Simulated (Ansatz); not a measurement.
in.yaml

```yaml
crystal:
  periodic: [false, false, false]
  atoms:
    - {symbol: Ga, position_ang: [0.002337, -0.001845, 2.618421]}
    - {symbol: Al, position_ang: [0.001504, -0.017987, -0.883732]}
    - {symbol: N, position_ang: [0.049468, 0.041323, 0.734355]}
    - {symbol: H, position_ang: [-0.053309, -0.021491, -2.469043]}
basis:
  gaussian: {orbitals: cc-pVDZ}
magnetization: {spin_polarized: true, initial_magnetization: 0}
correlation: {method: ccsd_t, electrons: outside_noble_gas}
scf: {lower_state_search: full}
```

```sh
$ ansatz run in.yaml --threads 1 --pin off --events-out ev --progress --plain --max-ram 2393MiB
```

**Question.** Roughly how long does this take on 1 thread of Arm Neoverse V2, shared host, and how much host memory?

**Answer.** 12 s wall and 0.2 GiB.

```
684 factors; integrals over basis functions are off by at most 9.8e-4 eV
mean field evaluation 1: about -60405.4960 eV, gradient 3.8e1 eV
mean field evaluation 2: about -60405.5035 eV, gradient 3.8e1 eV
mean field evaluation 4: about -60412.8506 eV, gradient 3.6e0 eV
mean field evaluation 8: about -60412.9718 eV, gradient 1.6e-3 eV
mean field evaluation 16: about -60412.9629 eV, gradient 1.9e-1 eV
mean field evaluation 32: about -60412.9096 eV, gradient 7.8e-1 eV
mean field evaluation 64: about -60409.1375 eV, gradient 1.3e1 eV
mean field evaluation 96: about -60410.0527 eV, gradient 1.7e-1 eV
mean field evaluation 128: about -60410.0243 eV, gradient 1.5e-1 eV
mean field evaluation 160: about -60409.4384 eV, gradient 1.2e0 eV
mean field evaluation 192: about -60410.0244 eV, gradient 3.6e-4 eV
mean field -60412.97177138 eV, -2220.1357632153 hartree, gradient 1.0e-6 eV, S^2 0.000000; 10 other end points of the search recorded, 0 dependent functions left out
determinant -60412.97177138 eV, -2220.1357632153 hartree, with singles and doubles -60421.05278490 eV, -2220.4327349845 hartree
determinant -60410.06553894 eV, -2220.0289611429 hartree, with singles and doubles -60417.10070589 eV, -2220.2874987598 hartree
determinant -60410.02441039 eV, -2220.0274496966 hartree, with singles and doubles -60417.02941621 eV, -2220.2848789124 hartree
20 core orbitals not correlated: weight in the atoms' cores, before any rotation towards them, 0.978 or more for the frozen orbitals, at most 0.020 for the correlated occupied ones
reference -60412.97177138 eV, -2220.1357632153 hartree; 6, 6 occupied and 38, 38 virtual orbitals, 684 factors
second order -7.68996747 eV of doubles, -0.00000000 eV of singles
cycle   1  -8.08082597 eV  change    1.9e-4 eV  update   8.4e-4
cycle   2  -8.08076508 eV  change    6.1e-5 eV  update   5.9e-4
cycle   3  -8.08043041 eV  change    3.3e-4 eV  update   3.1e-4
cycle   4  -8.08061116 eV  change   -1.8e-4 eV  update   5.8e-5
cycle   5  -8.08066713 eV  change   -5.6e-5 eV  update   1.9e-5
cycle   6  -8.08067618 eV  change   -9.1e-6 eV  update   8.9e-6
perturbative correction -0.38617014 eV, -0.0141914908 hartree
Total energy: -60421.43861770 eV, -2220.4469140786 hartree
```
